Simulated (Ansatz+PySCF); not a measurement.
Values are calculated unless marked as measured or tabulated.
## Ansatz (development build ahead of 0.2.0) run

```yaml
crystal:
  periodic: [false, false, false]
  atoms:
    - { symbol: "N", position_ang: [-0.03099, 0.0, 0.67852] }
    - { symbol: "N", position_ang: [0.03099, 0.0, -0.67852] }
    - { symbol: H, position_ang: [0.00732, -0.88068, 1.17787] }
    - { symbol: H, position_ang: [0.00732, 0.88068, 1.17787] }
    - { symbol: H, position_ang: [-0.00732, -0.88068, -1.17787] }
    - { symbol: H, position_ang: [-0.00732, 0.88068, -1.17787] }
basis:
  gaussian: { orbitals: cc-pVTZ }
total_charge: 1
magnetization:
  spin_polarized: true
  initial_magnetization: 1
hamiltonian:
  xc: hf
correlation:
  method: mp2
  frozen_orbitals: { H: 0, "N": 1 }
output:
  forces: true
```

The input is written out in the form of the current development build from the run's settings.

Results

* Converged: yes
* Reference energy: -110.96701 hartree
* Correlation energy: -0.40429 hartree
* Total energy: -111.37130 hartree
* Spin squared of the determinant: 0.772
* Stability test: minimum
* Occupied orbitals by symmetry in an Abelian subgroup (alpha; beta): 4 Ag 1 Au 1 Bg 3 Bu; 3 Ag 1 Au 1 Bg 3 Bu

Forces (eV/Å):
```json
{"atom": "N1", "Fx": "0.063", "Fy": "0.000", "Fz": "-2.354"}
{"atom": "N2", "Fx": "-0.063", "Fy": "0.000", "Fz": "2.354"}
{"atom": "H3", "Fx": "0.011", "Fy": "0.019", "Fz": "-0.231"}
{"atom": "H4", "Fx": "0.011", "Fy": "-0.019", "Fz": "-0.231"}
{"atom": "H5", "Fx": "-0.011", "Fy": "0.019", "Fz": "0.231"}
{"atom": "H6", "Fx": "-0.011", "Fy": "-0.019", "Fz": "0.231"}
```

Caution: MP2 on this radical cation hangs on the determinant chosen.
